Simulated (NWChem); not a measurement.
System: hydrogen isocyanide (CHN); SMILES [NH+]#[C-]

Parts of the log:

```
             Northwest Computational Chemistry Package (NWChem) 7.3.0
             --------------------------------------------------------

 ORDER OF PRIMARY AXIS IS BEING SET TO 4
 C4V symmetry detected

                             Geometry "geometry" -> ""
                             -------------------------

 Output coordinates in angstroms (scale by  1.889725989 to convert to a.u.)

  No.       Tag          Charge          X              Y              Z
 ---- ---------------- ---------- -------------- -------------- --------------
    1 C                    6.0000     0.00000000     0.00000000     0.74109279
    2 N                    7.0000     0.00000000     0.00000000    -0.43037321
    3 H                    1.0000     0.00000000     0.00000000    -1.43394421

 Effective nuclear repulsion energy (a.u.)      24.1231686442

      Symmetry information
      --------------------

 Group name             C4v
 Group number             18
 Group order               8
 No. of unique centers     3

                                 NWChem DFT Module
                                 -----------------

 Summary of "ao basis" -> "ao basis" (spherical)
 ------------------------------------------------------------------------------
       Tag                 Description            Shells   Functions and Types
 ---------------- ------------------------------  ------  ---------------------
 C                         def2-tzvp                11       31   5s3p2d1f
 N                         def2-tzvp                11       31   5s3p2d1f
 H                         def2-tzvp                 4        6   3s1p

      Symmetry analysis of basis
      --------------------------

        a1         26
        a2          0
        b1          6
        b2          6
        e          30

            General Information
            -------------------
          SCF calculation type: DFT
          Wavefunction type:  closed shell.
          No. of atoms     :     3
          No. of electrons :    14
           Alpha electrons :     7
            Beta electrons :     7
          Charge           :     0
          Spin multiplicity:     1
          Use of symmetry is: on ; symmetry adaption is: on
          Maximum number of iterations: 150
          AO basis - number of functions:    68
                     number of shells:    26
          Convergence on energy requested:  1.00D-06
          Convergence on density requested:  1.00D-05
          Convergence on gradient requested:  5.00D-04

              XC Information
              --------------
                         B3LYP Method XC Potential
                     Hartree-Fock (Exact) Exchange  0.200
                        Slater Exchange Functional  0.800 local
                    Becke 1988 Exchange Functional  0.720 non-local
              Lee-Yang-Parr Correlation Functional  0.810
                  VWN I RPA Correlation Functional  0.190 local

             Grid Information
             ----------------
          Grid used for XC integration:  medium
          Radial quadrature: Mura-Knowles
          Angular quadrature: Lebedev.
          Tag              B.-S. Rad. Rad. Pts. Rad. Cut. Ang. Pts.
          ---              ---------- --------- --------- ---------
          C                   0.70       49           8.0       434
          N                   0.65       49           7.0       434
          H                   0.35       45           8.0       434
          Grid pruning is: on
          Number of quadrature shells:   143
          Spatial weights used:  Erf1

      Superposition of Atomic Density Guess
      -------------------------------------

 Sum of atomic energies:         -92.48268922

      Non-variational initial energy
      ------------------------------

 Total energy =     -93.128111
 1-e energy   =    -171.793654
 2-e energy   =      54.542374
 HOMO         =      -0.386434
 LUMO         =       0.040878

      Symmetry analysis of molecular orbitals - initial
      -------------------------------------------------

 !! scf_movecs_sym_adapt:   12 vectors were symmetry contaminated

  Symmetry fudging

 !! scf_movecs_sym_adapt:   12 vectors were symmetry contaminated

  Numbering of irreducible representations:

     1 a1          2 a2          3 b1          4 b2          5 e

  Orbital symmetries:

     1 a1          2 a1          3 a1          4 a1          5 e
     6 e           7 a1          8 e           9 e          10 a1
    11 a1         12 a1         13 e          14 e          15 a1
    16 e          17 e

     ---------------------------------------------
      Total Density - Mulliken Population Analysis
     ---------------------------------------------

    Atom       Charge   Shell Charges
 -----------   ------   -------------------------------------------------------
    1 C    6     5.96   0.86  1.11  0.65  0.83  0.37  0.92  0.88  0.25  0.03  0.05  0.01
    2 N    7     7.40   0.82  1.16  0.61  0.72  0.12  1.55  1.72  0.68  0.01  0.02  0.01
    3 H    1     0.63   0.20  0.31  0.08  0.03

   convergence    iter        energy       DeltaE   RMS-Dens  Diis-err
 ---------------- ----- ----------------- --------- --------- ---------
 d= 0,ls=0.0,diis     1    -93.4202967739 -1.18D+02  5.93D-03  2.81D-01
 d= 0,ls=0.0,diis     2    -93.4336031761 -1.33D-02  3.60D-03  7.34D-02
 d= 0,ls=0.0,diis     3    -93.4269694367  6.63D-03  1.87D-03  1.35D-01
 d= 0,ls=0.0,diis     4    -93.4413401105 -1.44D-02  1.30D-04  2.77D-04
 d= 0,ls=0.0,diis     5    -93.4413680157 -2.79D-05  3.29D-05  4.32D-06
 d= 0,ls=0.0,diis     6    -93.4413684000 -3.84D-07  9.48D-06  1.45D-06

         Total DFT energy =      -93.441368399965
      One electron energy =     -173.128297893899
           Coulomb energy =       68.164586582236
    Exchange-Corr. energy =      -12.600825732545
 Nuclear repulsion energy =       24.123168644243

 Numeric. integr. density =       14.000000778887

                  Occupations of the irreducible representations
                  ----------------------------------------------

                     irrep           alpha         beta
                     --------     --------     --------
                     a1                5.0          5.0
                     a2                0.0          0.0
                     b1                0.0          0.0
                     b2                0.0          0.0
                     e                 2.0          2.0

                       DFT Final Molecular Orbital Analysis
                       ------------------------------------

 Vector    5  Occ=2.000000D+00  E=-3.876221D-01  Symmetry=e
              MO Center=  4.6D-15,  1.8D-14, -9.9D-02, r^2= 1.0D+00
   Bfn.  Coefficient  Atom+Function         Bfn.  Coefficient  Atom+Function
  ----- ------------  ---------------      ----- ------------  ---------------
    38      0.364530  2 N  py                41      0.304948  2 N  py
     7      0.240244  1 C  py                44      0.205062  2 N  py
    10      0.173741  1 C  py                37      0.096357  2 N  px
    40      0.080608  2 N  px                 6      0.063504  1 C  px
    13      0.060528  1 C  py                43      0.054204  2 N  px

 Vector    6  Occ=2.000000D+00  E=-3.876221D-01  Symmetry=e
              MO Center=  3.7D-16, -3.9D-17, -9.9D-02, r^2= 1.0D+00
   Bfn.  Coefficient  Atom+Function         Bfn.  Coefficient  Atom+Function
  ----- ------------  ---------------      ----- ------------  ---------------
    37      0.364530  2 N  px                40      0.304948  2 N  px
     6      0.240244  1 C  px                43      0.205062  2 N  px
     9      0.173741  1 C  px                38     -0.096357  2 N  py
    41     -0.080608  2 N  py                 7     -0.063504  1 C  py
    12      0.060528  1 C  px                44     -0.054204  2 N  py

 Vector    7  Occ=2.000000D+00  E=-3.290901D-01  Symmetry=a1
              MO Center= -2.7D-15, -1.8D-14,  1.1D+00, r^2= 9.9D-01
   Bfn.  Coefficient  Atom+Function         Bfn.  Coefficient  Atom+Function
  ----- ------------  ---------------      ----- ------------  ---------------
     4      0.378803  1 C  s                  5      0.353173  1 C  s
     8      0.325030  1 C  pz                 3      0.254161  1 C  s
    11      0.232161  1 C  pz                 2     -0.155918  1 C  s
    36     -0.145240  2 N  s                 39     -0.134630  2 N  pz
    34     -0.112591  2 N  s                 14      0.083048  1 C  pz

 Vector    8  Occ=0.000000D+00  E= 2.886239D-03  Symmetry=e
              MO Center=  1.0D-13,  2.1D-13,  4.6D-01, r^2= 2.0D+00
   Bfn.  Coefficient  Atom+Function         Bfn.  Coefficient  Atom+Function
  ----- ------------  ---------------      ----- ------------  ---------------
    13      0.565754  1 C  py                44     -0.496323  2 N  py
     7      0.325288  1 C  py                10      0.326725  1 C  py
    12      0.284404  1 C  px                43     -0.249501  2 N  px
    38     -0.242749  2 N  py                41     -0.207382  2 N  py
     6      0.163522  1 C  px                 9      0.164245  1 C  px

 Vector    9  Occ=0.000000D+00  E= 2.886239D-03  Symmetry=e
              MO Center=  2.2D-15, -9.8D-16,  4.6D-01, r^2= 2.0D+00
   Bfn.  Coefficient  Atom+Function         Bfn.  Coefficient  Atom+Function
  ----- ------------  ---------------      ----- ------------  ---------------
    12      0.565754  1 C  px                43     -0.496323  2 N  px
     6      0.325288  1 C  px                 9      0.326725  1 C  px
    13     -0.284404  1 C  py                44      0.249501  2 N  py
    37     -0.242749  2 N  px                40     -0.207382  2 N  px
     7     -0.163522  1 C  py                10     -0.164245  1 C  py

 Vector   10  Occ=0.000000D+00  E= 1.904531D-02  Symmetry=a1
              MO Center= -3.1D-15, -7.1D-15, -2.0D+00, r^2= 2.3D+00
   Bfn.  Coefficient  Atom+Function         Bfn.  Coefficient  Atom+Function
  ----- ------------  ---------------      ----- ------------  ---------------
    65      2.171857  3 H  s                 36     -1.152685  2 N  s
    45      0.942175  2 N  pz                 4     -0.397140  1 C  s
     5     -0.303417  1 C  s                 34     -0.209603  2 N  s
    39      0.169961  2 N  pz                42      0.160547  2 N  pz
    64      0.154819  3 H  s                 11      0.107645  1 C  pz

     ---------------------------------------------
      Total Density - Mulliken Population Analysis
     ---------------------------------------------

    Atom       Charge   Shell Charges
 -----------   ------   -------------------------------------------------------
    1 C    6     6.15   0.86  1.11  0.64  0.78  0.46  1.08  0.90  0.21  0.03  0.06  0.01
    2 N    7     7.15   0.82  1.15  0.59  0.64  0.11  1.60  1.53  0.69  0.00  0.01  0.01
    3 H    1     0.70   0.25  0.36  0.05  0.04

     -------------------------------------------
      Total Density - Lowdin Population Analysis
     -------------------------------------------

    Atom       Charge   Shell Charges
 -----------   ------   -------------------------------------------------------
    1 C    6     6.23   0.92  1.04  0.49  0.54  0.38  0.97  1.11  0.46  0.04  0.22  0.06
    2 N    7     6.94   0.89  1.06  0.43  0.43  0.25  1.40  1.53  0.86  0.00  0.07  0.01
    3 H    1     0.83   0.24  0.34  0.14  0.11

     Multipole analysis of the density
     ---------------------------------

     L   x y z        total         alpha         beta         nuclear
     -   - - -        -----         -----         ----         -------
     0   0 0 0     -0.000000     -7.000000     -7.000000     14.000000

     1   1 0 0     -0.000000     -0.000000     -0.000000      0.000000
     1   0 1 0     -0.000000     -0.000000     -0.000000      0.000000
     1   0 0 1     -1.212835     -0.606418     -0.606418      0.000000

     2   2 0 0     -8.996963     -4.498481     -4.498481      0.000000
     2   1 1 0     -0.000000     -0.000000     -0.000000      0.000000
     2   1 0 1      0.000000      0.000000      0.000000      0.000000
     2   0 2 0     -8.996963     -4.498481     -4.498481      0.000000
     2   0 1 1     -0.000000     -0.000000     -0.000000      0.000000
     2   0 0 2     -7.698845    -15.719738    -15.719738     23.740631
```

Level: B3LYP/def2-TZVP. Geometry: optimised at PBE0/def2-SVP.

### Question
Which NWChem input produces such a log?

### Answer
Several could match; the one computed here: the input that was run:
```
start job
memory heap 200 mb stack 900 mb global 1100 mb
geometry units angstroms noautoz
  C      0.000000     0.000000     0.743906
  N      0.000000     0.000000    -0.427560
  H      0.000000     0.000000    -1.431131
end
basis spherical
  * library def2-tzvp
end
dft
  xc b3lyp
  iterations 150
  mulliken
end
task dft energy
```
